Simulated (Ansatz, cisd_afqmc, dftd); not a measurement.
Reaction: NH3 (azane, SMILES N) + H+ → NH4+ (SMILES [NH4+])
Each species at its own B3LYP-D3(BJ)/def2-TZVP minimum (Ansatz, a first-principles code).

Property: proton affinity (electronic), positive where energy is released, in kcal/mol. Radicals and triplets start from unrestricted determinants; spin-orbit coupling is neglected. Cores are frozen in correlated methods. Rows without X2C or -DK are non-relativistic. AFQMC is phaseless with a CISD trial state; ± is one standard error, without the phaseless bias. Outlying blocks are dropped, and bars are widened where a walk drifts. Over all cases where full CI ran beside it in this data, AFQMC minus full CI had a median of +0.1 mEh and passed +0.4 mEh in a tenth of the cases. CBS(X,Y): correlation extrapolated as X^-3, Hartree-Fock from the larger set (Q,5: extrapolated as (X+1)exp(-9√X)). A bracket is a step between two methods taken in the basis named. The functionals are non-relativistic, so their misses hold any scalar relativity. 'core' is core correlation in cc-pwCVTZ, 'X2C' scalar relativity in cc-pVTZ-DK, both at CCSD(T).

| level | program | proton affinity (kcal/mol) |
|---|---|---|
| HF/cc-pVDZ | Ansatz | [?] |
| HF/cc-pV5Z | Ansatz | 216.0 |
| HF/CBS(cc-pVQZ,cc-pV5Z) | Ansatz | 215.9 |
| r2SCAN/def2-TZVPD | Ansatz | 212.5 |
| B3LYP/def2-TZVPD | Ansatz | [?] |
| CAM-B3LYP-D3(BJ)/def2-TZVPD | Ansatz + dftd3 | 210.0 |
| wB97X-V/def2-TZVPD | Ansatz | 212.3 |
| CCSDT(Q)/cc-pVQZ | Ansatz | [?] |
| CCSDTQ/cc-pVDZ | Ansatz | [?] |
| AFQMC/CISD/cc-pVDZ | cisd_afqmc | 219.7 ± 0.3 |
| AFQMC/CISD/cc-pVTZ | cisd_afqmc | 214.5 ± 0.2 |
| CCSD(T)/CBS(cc-pVQZ,cc-pV5Z) + [CCSDT(Q) - CCSD(T)]/cc-pVDZ + core + X2C | Ansatz | 211.5 |
| CCSD(T)/CBS(cc-pVQZ,cc-pV5Z) + [CCSDT(Q) - CCSD(T)]/cc-pVQZ + [CCSDTQ - CCSDT(Q)]/cc-pVDZ + core + X2C | Ansatz | 211.5 |

Task: Complete the blanks.

Result: 
- HF/cc-pVDZ, proton affinity (kcal/mol): 219.3
- B3LYP/def2-TZVPD, proton affinity (kcal/mol): 211.0
- CCSDT(Q)/cc-pVQZ, proton affinity (kcal/mol): 212.9
- CCSDTQ/cc-pVDZ, proton affinity (kcal/mol): 220.0
